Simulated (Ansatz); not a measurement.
Reaction (SMILES): N (NH3) → NH3+ (doublet, bonded as N) + e-
B3LYP-D3(BJ)/def2-TZVP geometries, fixed; electronic energies without zero-point terms.

Basis-set convergence of the adiabatic ionisation energy at HF with Ansatz (a quantum-chemistry and plane-wave program). Cartesian d functions, on some or all atoms, in 6-31G*, 6-31G**; all else is spherical. Open shells are unrestricted. No added dispersion term, no relativity. Functions are those of the species that has most. Reference: the value in aug-pcseg-3, 8.625 eV, itself unsure by roughly 0.002 eV (its mean distance from aug-cc-pVQZ, def2-QZVPPD, pcseg-3). Deviations are taken from unrounded values.

| basis | functions | adiabatic ionisation energy (eV) | minus reference (eV) |
|---|---|---|---|
| 6-31G | 15 | 8.238 | -0.387 |
| def2-SV(P) | 20 | 8.494 | -0.131 |
| 6-31G* | 21 | 8.469 | -0.156 |
| cc-pVDZ | 29 | 8.442 | -0.183 |
| 6-31G** | 30 | 8.455 | -0.170 |
| def2-SVPD | 44 | 8.644 | 0.019 |
| def2-TZVP | 49 | 8.585 | -0.040 |
| 6-311++G(2d,2p) | 57 | 8.635 | 0.010 |
| cc-pVTZ | 72 | 8.562 | -0.063 |
| def2-TZVPPD | 88 | 8.618 | -0.007 |
| aug-pcseg-2 | 115 | 8.628 | 0.003 |
| pcseg-3 | 159 | 8.624 | -0.001 |
| aug-pcseg-3 | 232 | 8.625 | 0.000 |

The smallest set listed that lies within 0.05 eV of the reference with all its larger relatives (same family, alike in diffuse functions; a set with none counts only in the reference's own line) is def2-SVPD (44 functions, 0.019 eV off). Inside, with no larger relative to test it: pcseg-3. (Relatives not listed, tested too: def2-TZVPD -0.010, def2-TZVPP -0.030, 6-311++G(3df,3pd) 0.017, def2-QZVP -0.007, def2-QZVPP -0.007, def2-QZVPPD -0.002 eV.)
